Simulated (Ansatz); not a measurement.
Basis-set extrapolation for CH₂N₂, SMILES `N=C=N` (PBE0-D4/def2-TZVP geometry, frozen core, the Gaussian-basis code of Ansatz). Multiplicity 1, RHF reference.

|  | cc-pV(T+d)Z | cc-pV(Q+d)Z |
| --- | --- | --- |
| HF | -147.957627 | -147.968826 |
| MP2 correlation | -0.552002 | -0.589655 |
| CCSD(T) correlation | -0.585617 | -0.619751 |

Energies in hartree. Use E(X) = E(∞) + A·exp(−5.46·√X) for Hartree–Fock and E(X) = E(∞) + B·X^(−3.05) for correlation, with X = 3 and 4.

Problem. What is the CCSD(T) energy at the basis-set limit?

Solution. HF limit: -147.968826 + (-0.011199) × 0.30130 = -147.97220. Correlation limit: -0.619751 + (-0.034134) × 0.71189 = -0.64405. Total: -148.61625 hartree, 45.8 kcal/mol below CCSD(T)/cc-pV(T+d)Z.
